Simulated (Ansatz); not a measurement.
**SiO+ (doublet): wave-function methods side by side, cc-pVDZ**

Aim: climb from Hartree-Fock through coupled cluster and multireference methods for SiO+ (doublet) at one geometry and basis, and see what each rung misses.

Computed with Ansatz 0.2.0, Gaussian basis. Level: cc-pVDZ, core rule «outside noble gas», up to 6 orbitals frozen.

The runs, in order: UHF; CCSD(T) on ROHF; CCSD(T) on UHF; BCCD(T) on ROHF; CISD; CCSDT(Q) on ROHF; CCSDT(Q) on UHF; CASSCF and MRCISD+Q, 9 electrons in 8 orbitals; CASSCF and NEVPT2, 9 electrons in 8 orbitals.

19 further runs of the same task are left out: 8 that didn't finish, 11 set aside as unsound or not needed.

**1. What is computed**

The geometry is a PBE0/def2-TZVP stationary point (not a proven minimum) of the parent state, kept for this charge and spin.

2 atoms, charge 1, spin multiplicity 2.

Atoms are counted from 1 here; the program's logs count them from 0.

Bond lengths: Si1–O2 1.724 Å.

**2. UHF**

The input, in.yaml:

```yaml
crystal:
  periodic: [false, false, false]
  atoms:
    - {symbol: Si, position_ang: [0.000000, 0.000000, 0.000000]}
    - {symbol: O, position_ang: [0.000000, 0.000000, 1.723500]}
basis:
  gaussian: {orbitals: cc-pVDZ}
total_charge: 1
magnetization: {spin_polarized: true, initial_magnetization: 1}
hamiltonian: {xc: hf}
output: {orbitals: {seedname: orbitals}}
```

Started as:

```
ansatz run in.yaml --threads 1 --pin off --events-out ev --progress --plain --max-ram 2393MiB
```

The runs that follow: CCSD(T) on ROHF; CCSD(T) on UHF; BCCD(T) on ROHF; CISD; CCSDT(Q) on ROHF; CCSDT(Q) on UHF; CASSCF and MRCISD+Q, 9 electrons in 8 orbitals; CASSCF and NEVPT2, 9 electrons in 8 orbitals.

**Question.** What will the summary of the whole plan be? Wanted: UCCSDT(Q) below the RHF energy; RMP2 from UCCSDT(Q); UMP2 from UCCSDT(Q); RCCSD from UCCSDT(Q); RCCSD(T) from UCCSDT(Q); UCCSD(T) from UCCSDT(Q); RCCSDT(Q) from UCCSDT(Q); NEVPT2 valence from UCCSDT(Q); MRCISD+Q valence from UCCSDT(Q).

The runs gave:

| quantity | value |
| --- | --- |
| UCCSDT(Q) below the RHF energy | -6.4474 eV |
| RMP2 from UCCSDT(Q) | +932.4 meV |
| UMP2 from UCCSDT(Q) | +929.1 meV |
| RCCSD from UCCSDT(Q) | +229.4 meV |
| RCCSD(T) from UCCSDT(Q) | +49.7 meV |
| UCCSD(T) from UCCSDT(Q) | +49.7 meV |
| RCCSDT(Q) from UCCSDT(Q) | +6.3 meV |
| NEVPT2 valence from UCCSDT(Q) | +897.0 meV |
| MRCISD+Q valence from UCCSDT(Q) | +59.9 meV |
| levels within 1 kcal/mol (43 meV) | RCCSDT, UCCSDT, RCCSDT(Q) |
| T1 diagnostic | 0.030 |
| effectively unpaired electrons | 1.05 |

What this shows: RCCSD(T) lands +49.7 meV from the yardstick (0.8 % of the correlation energy). One determinant dominates. Of the multireference levels listed MRCISD+Q valence comes nearest in total energy (+59.9 meV), which doesn't show that its space is the better one. These misses are within one basis, not against nature; the frozen cores of restricted and unrestricted runs differ, which can shift their rows.
